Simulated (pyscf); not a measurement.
Single points on ωB97X-D3(BJ)/def2-SVP structures (PySCF, gas phase).

Question: `[CH2][CH2][CH2][CH2][CH3]` [doublet] → `[CH3][CH2][CH3]` + `[CH]=[CH2]` [doublet]
Surface: doublet. Broken: C–C, C–H. Formed: C–H. Give ΔE‡ and ΔE from ωB97M-D3(BJ)/def2-TZVP, relative to the reactant's lowest minimum found.

Answer: ΔE‡ = 356.9 kJ/mol, ΔE = +146.3 kJ/mol. Zero-point energy shifts the barrier by -15.0 kJ/mol. It is a 1,1-elimination, with an imaginary mode of 1476i cm⁻¹. The same reactants have a lower exit, to H₂C=CH–CH₂–CH₂–CH₃ + H• (no saddle counted: cutting one bond, which may have a small barrier of its own, costs +156.0 kJ/mol at ωB97M-D3(BJ), against +356.9 kJ/mol here). •H₂C–CH₂–CH₂–CH₂–CH₃ lies 27.8 kJ/mol over its isomer H₃C–CH₂–C•(CH₃)–CH₃, and others may lie lower still (electronic energy, ωB97M-D3(BJ)). One saddle was located; it need not be the lowest between these sides.
